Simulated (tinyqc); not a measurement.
Worked calculation: Pariser-Parr-Pople SCF with singles CI, for the molecule c1cscn1 (SMILES; centres numbered as the heavy atoms are written). One step of it, computed by the program tinyqc.

Question. Singles CI, singlets. Over the 6 single excitations with the smallest orbital gaps: A = (e_a - e_i) delta + 2 (ia|jb) - (ij|ab), with (pq|rs) = sum c_mp c_mq gamma_mn c_nr c_ns. f = 2/3 w |mu|^2 in atomic units, mu = sqrt2 sum c_ia sum_m c_mi c_ma R_m.

orbital energies (eV): -16.107830  -12.212369  -11.766784  -0.389614  1.242947

coefficients:
```
         MO1        MO2        MO3        MO4        MO5
1C  0.394543   0.143312  -0.582277   0.253721   0.648365
2C  0.447471   0.650236  -0.119315  -0.507265  -0.324669
3S  0.470160   0.238760   0.625021   0.575572  -0.002800
4C  0.480843  -0.522386   0.328379  -0.531089   0.325599
5N  0.438001  -0.476195  -0.385011   0.254889  -0.606788
```

repulsion gamma_rs (eV), lower triangle:
```
           1C         2C         3S         4C         5N
1C  11.310000
2C   7.608323  11.310000
3S   5.667354   7.944787  13.700000
4C   5.542139   5.541427   7.943639  11.310000
5N   7.763625   5.599176   5.713519   7.765847  12.370000
```

Centres (angstrom, eV; a flat drawing with bonds scaled to 1.40 angstrom):

| centre | x | y | core charge z | W | gamma_rr |
|---|---|---|---|---|---|
| 1C | 1.191000 | 0.000000 | 1 | 12.690000 | 11.310000 |
| 2C | 0.368000 | 1.133000 | 1 | 12.690000 | 11.310000 |
| 3S | -0.963000 | 0.700000 | 2 | 23.040000 | 13.700000 |
| 4C | -0.963000 | -0.700000 | 1 | 12.690000 | 11.310000 |
| 5N | 0.368000 | -1.133000 | 1 | 13.910000 | 12.370000 |

Give: singlet CI matrix; singlet excitation energies; oscillator strengths.

Answer.

singlet CI matrix (eV), lower triangle:
```
         3>4      2>4     3>5      2>5     1>4      1>5
3>4   6.0443
2>4   0.0651   6.1763
3>5   0.0256   0.8713  7.1842
2>5  -1.0443  -0.0870  0.0087   7.6616
1>4  -0.2696  -0.1116  0.0839  -0.2661  9.0540
1>5   0.1891  -0.3299  0.2635   0.0454  0.0283  10.7669
```

singlet excitation energies (eV): 5.4883  5.6306  7.6797  8.1689  9.1100  10.8099

oscillator strengths: 0.1174  0.0670  0.8077  0.8863  0.0029  0.0044
